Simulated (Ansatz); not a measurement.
Stepwise reaction of `SBS` with water, as a gas-phase model of exchange steps in deposition or etching. ΔE in kJ/mol.

Isolated molecules relaxed with PBE0-D4/def2-TZVP in Ansatz; ΔE leaves out vibrations. CCSD(T)/CBS adds triple-zeta CCSD(T) − MP2 to the extrapolated MP2 energy (def2 sets, frozen cores). This one scheme is used for every species. DFT in def2-TZVPP. B3LYP here is the variant with VWN-RPA as its local correlation; programs differ in this. One conformer a species, not always the lowest.

```csv
step,reaction,PBE-D4,B3LYP-D4,ωB97M-V,CCSD(T)/CBS
2,`OBS` + H₂O → `OBO` + H₂S,-57.8,-68.3,-68.7,-62.5
```

Question: Give the row of step 1, `SBS` + H₂O → `OBS` + H₂S. (Estimate.)

Answer: Computed: 
| step | reaction | PBE-D4 | B3LYP-D4 | ωB97M-V | CCSD(T)/CBS |
| --- | --- | --- | --- | --- | --- |
| 1 | `SBS` + H₂O → `OBS` + H₂S | -37.0 | -46.7 | -48.0 | -40.7 |

Question: By hand: ΔE of the 2 steps together at CCSD(T)/CBS.

Answer: (-40.7) + (-62.5) = -103.2 kJ/mol, or -51.6 kJ/mol a step.

In ΔE each step is lower than the one before. All are downhill at CCSD(T)/CBS. PBE-D4 differs from CCSD(T)/CBS by 3.7 to 4.7 kJ/mol a step. Isolated molecules leave out the surface, adducts and barriers. Largest T1 diagnostic: 0.014.
